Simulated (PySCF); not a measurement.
Gas-phase reaction: 3 AlH + C3H6 (propylene) ⇌ 3 AlCH3

Computed with PySCF and rigid-rotor harmonic-oscillator thermochemistry at 1 bar. † marks an energy on the PBE0/def2-TZVP geometry and frequencies. MP2 freezes the core. All species are closed-shell singlets. AlCH3: computed as isolated molecules; such fragments, hydroxides, amides, oligomers or adducts are transient or little studied in the gas. MP2 isn't extrapolated to the basis-set limit.

MP2/def2-SVP† gives ΔH°(298 K) = -223 kJ.

What do BLYP/def2-TZVP†, ωB97M-V/def2-TZVP†, LDA/def2-TZVP† give?

BLYP/def2-TZVP†: -204 kJ; ωB97M-V/def2-TZVP†: -230 kJ; LDA/def2-TZVP†: -271 kJ. For scale, ΔH°(298 K) is -223 kJ at this level, -230 kJ at ωB97M-V/def2-TZVP†, and runs from -271 to -41 kJ over the 20 levels computed.
